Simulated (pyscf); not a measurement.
Addition: C⁻≡N⁺–CH₃ (SMILES [C-]#[N+]C) + CH₃• (SMILES [CH3]) → H₃C–C•=N–CH₃ (SMILES C[C]=NC)

Gas phase, doublet surface, charge 0. Bonds broken: none. Bonds formed: C3–C7. Optimised with ωB97X-D3(BJ)/def2-SVP in PySCF.

Transition state (Å):

```xyz
10

C     -2.6188     0.3374    -0.2046
N     -1.5246    -0.1726     0.5395
C     -0.5135    -0.5386     1.0249
H     -3.3313    -0.4703    -0.4287
H     -2.2666     0.7761    -1.1523
H     -3.1393     1.1138     0.3755
C      1.3463    -0.0861    -0.1646
H      1.0321    -0.4540    -1.1460
H      1.3782     0.9983    -0.0243
H      2.0869    -0.6786     0.3763
```

One imaginary mode, 367i cm⁻¹; descent along it reached the two sides named.

```json
[
 {"bond": "C3–C7", "change": "forms", "reactant side (Å)": "4.0", "saddle": "2.254", "product side": "1.496"}
]
```

Electronic energies relative to the separated reactants (kJ/mol):

```
level                   barrier  reaction energy  reverse barrier
----------------------  -------  ---------------  ---------------
ωB97X-D3(BJ)/def2-TZVP     19.9           -104.9            124.8
PBE/def2-TZVP               3.1           -125.6            128.7
r²SCAN/def2-TZVP           13.5           -110.3            123.8
B3LYP-D3(BJ)/def2-TZVP     13.8           -102.5            116.4
PBE0-D3(BJ)/def2-TZVP      12.1           -122.7            134.8
M06-2X/def2-TZVP           23.4            -93.4            116.8
ωB97M-D3(BJ)/def2-TZVP     24.0            -91.4            115.4
HF/def2-TZVP               66.2            -31.3             97.6
```

With ωB97M-D3(BJ)/def2-TZVP energies and thermal terms (ideal gas, 1 atm, RRHO with modes under 100 cm⁻¹ raised to 100, one conformer, R ln 2 for rigid chiral ones), in kJ/mol:

```tsv
T (K)	ΔH‡	ΔG‡	ΔH	ΔG
298	29.3	61.9	-74.3	-35.1
600	30.1	94.7	-75.5	+5.4
900	31.9	126.7	-73.3	+45.5
1200	34.2	157.9	-69.6	+84.6
```

From the product side, H₃C–C≡N + CH₃• lies, by one bond made or cut, 118.2 kJ/mol under this saddle at ωB97M-D3(BJ). C⁻≡N⁺–CH₃ lies 94.2 kJ/mol over its isomer H₃C–C≡N, and others may lie lower still (electronic energy, ωB97M-D3(BJ)). H₃C–C•=N–CH₃ lies 87.1 kJ/mol over its isomer H₃C–C(CH₃)=N•, and others may lie lower still (electronic energy, ωB97M-D3(BJ)). This is the saddle that the search found; another between the same sides may lie lower.
